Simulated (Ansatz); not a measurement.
**C₂H₄ClN: small, medium and large basis sets**

An exercise on one series of results from a longer session: the logs are not shown, and one member is left open.

Program: Ansatz 0.2.0, Gaussian basis. Level of theory: one geometry, several basis sets. These are calculated values, not measurements.

Plan: PBE0-D4/def2-SVP; ωB97M-V/def2-SVP; PBE0-D4/def2-QZVPP; ωB97M-V/def2-QZVPP; the functionals' def2-TZVPP values are taken from earlier runs.

**Structure used throughout**

The geometry comes from an earlier relaxation with PBE0-D4 in a triple-zeta def2 set; it is a stationary point, not always the lowest conformer.

SMILES `CC(=N)Cl`, 8 atoms, charge 0, spin multiplicity 1.

Atoms are counted from 1 here; the program's logs count them from 0.

Bond lengths: C1–C2 1.486 Å, C1–H5 1.089 Å, C1–H6 1.092 Å, C1–H7 1.092 Å, C2–N3 1.247 Å, C2–Cl4 1.776 Å, N3–H8 1.017 Å. Angles: C2–C1–H5 109.2°, C2–C1–H6 110.1°, C2–C1–H7 110.0°, H5–C1–H6 110.1°, H5–C1–H7 110.1°, H6–C1–H7 107.4°, C1–C2–N3 124.6°, C1–C2–Cl4 112.6°, N3–C2–Cl4 122.8°, C2–N3–H8 113.3°.

The first run:

in.yaml

```yaml
crystal:
  periodic: [false, false, false]
  atoms:
    - {symbol: C, position_ang: [0.232657, 0.959534, -0.014913]}
    - {symbol: C, position_ang: [-0.120596, -0.483562, -0.030006]}
    - {symbol: N, position_ang: [0.342404, -1.334193, 0.755731]}
    - {symbol: Cl, position_ang: [-1.291118, -0.885189, -1.304353]}
    - {symbol: H, position_ang: [0.946995, 1.144639, 0.785405]}
    - {symbol: H, position_ang: [-0.664416, 1.563261, 0.136139]}
    - {symbol: H, position_ang: [0.663022, 1.249455, -0.975583]}
    - {symbol: H, position_ang: [-0.016648, -2.271045, 0.591681]}
basis:
  gaussian: {orbitals: def2-SVP}
hamiltonian: {xc: pbe0, dispersion: d4}
output: {orbitals: {seedname: orbitals}}
```

Started as:

```bash
$ ansatz run in.yaml --threads 2 --pin off --events-out ev --progress --plain --max-ram 4352MiB
```

Steps of the session up to this table: PBE0-D4 in def2-SVP; ωB97M-V in def2-SVP; PBE0-D4 in def2-QZVPP; ωB97M-V in def2-QZVPP.

One table of the session follows, with a row left open; its other results are not shown here.

It belongs to the step «Density functionals: the series». 

| functional | basis | HOMO (eV) | LUMO (eV) |
| --- | --- | --- | --- |
| PBE0-D4 | def2-SVP | -8.06 | -0.09 |
| PBE0-D4 | def2-TZVPP | -8.26 | -0.37 |
| PBE0-D4 | def2-QZVPP | -8.30 | -0.47 |
| ωB97M-V | def2-SVP | ? | ? |
| ωB97M-V | def2-TZVPP | -10.58 | 1.91 |
| ωB97M-V | def2-QZVPP | -10.63 | 1.76 |

**Question.** Estimate the row for ωB97M-V, def2-SVP.

The run gave: HOMO (eV): -10.34; LUMO (eV): 2.27. In the column «HOMO (eV)» it lies between ωB97M-V, def2-TZVPP (-10.58) and PBE0-D4, def2-QZVPP (-8.30).
